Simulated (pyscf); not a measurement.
`[OH][Al]([OH])[F]` + `[H]` [doublet] -> `[O][Al]([OH])[F]` [doublet] + `[H][H]` (hydrogen abstraction; doublet surface; H–O broken, H–H formed). Single points on ωB97X-D3(BJ)/def2-SVP structures (PySCF, gas phase). Rate constants from transition-state theory, ωB97M-D3(BJ)/def2-TZVP energies (ideal gas, 1 atm, RRHO with modes under 100 cm⁻¹ raised to 100, one conformer, R ln 2 for chiral ones without a mode under 150 cm⁻¹; no tunnelling), k in cm³ molecule⁻¹ s⁻¹.

```
T (K)  1000/T  log10 k
-----  ------  -------
298     3.354   -25.44
600     1.667   -17.72
900     1.111        ?
1200    0.833   -13.69
```

**Question.** Fit an Arrhenius line to the three values, give the activation energy, and predict k at 900 K.

**Answer.** Least squares gives log10 k = -9.88 − 4.65 × 1000/T, so Ea = 4.65 × ln 10 × 1.987 = 21.3 kcal/mol, against an electronic barrier of 21.0. At 900 K the line gives -15.05; the computed value is -15.07 (ΔG‡ = 38.8 kcal/mol), close to the line. This is the saddle that the search found; another between the same sides may lie lower. The angle at the transferred H is 152°.
